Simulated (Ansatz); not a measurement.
# How far each method lies from RCCSDTQ for CH$_{3}$Cl, singlet

Geometry: MP2(full)/6-31G*, from the G2/97 set.

```
atom    x (Å)    y (Å)    z (Å)
   C   0.0000   0.0000  -1.2269
  Cl   0.0000   0.0000   0.5504
   H   0.0000   1.0293  -1.5798
   H   0.8914  -0.5147  -1.5798
   H  -0.8914  -0.5147  -1.5798
```

Basis cc-pV(D+d)Z; Ansatz 0.2.0. Only valence electrons are correlated (noble-gas cores frozen), which leaves 14 electrons in 46 orbitals. R marks a restricted (for open shells ROHF) determinant.

Full CI isn't at hand for all of this; RCCSDTQ serves as the reference, and is uncertain by about the last step of the cluster series.

- UHF ⟨S²⟩: 0.000
- T1 diagnostic (RCCSD): 0.0071
- largest doubles amplitude (RCCSD): 0.049

| level | E − E(RCCSDTQ) (meV) | share of correlation (%) | wall time |
| --- | --- | --- | --- |
| RHF | 8928 | 0.00 | – |
| RMP2 | 1087 | 87.83 | – |
| RCCSD | 235 | 97.36 | – |
| RCCSD(T) | 30 | 99.67 | 0.68 s |
| RCCSDT | 15 | 99.84 | – |
| RCCSDT(Q) | 0 | 100.00 | 18 s (H100) |

The correlation energy at RCCSDTQ, counted from RHF, is -8.928 eV. That run took 40 s on 2 threads of AMD EPYC 7R13 with a shared H100 80 GB, shared host.

Times hold each run's SCF and search for its determinant on a shared host, so for small cases they say little of a method's own cost; rows without a card ran on 1 thread of AMD EPYC 7R13.

Atomization energy (electronic, same basis, no zero-point term; atoms at the same level, unrestricted beside the R rows where the molecule is a closed shell, with restricted open-shell steps beyond CCSDT(Q)) at RCCSDTQ: 1535.0 kJ/mol. Errors of other levels:

```tsv
level	error (kJ/mol)
RHF	-317.3
RMP2	7.7
RCCSD	-14.4
RCCSD(T)	-0.9
RCCSDT	-0.9
RCCSDT(Q)	0.0
```

This basis is far from its limit, so the value isn't to be set against a measured one.
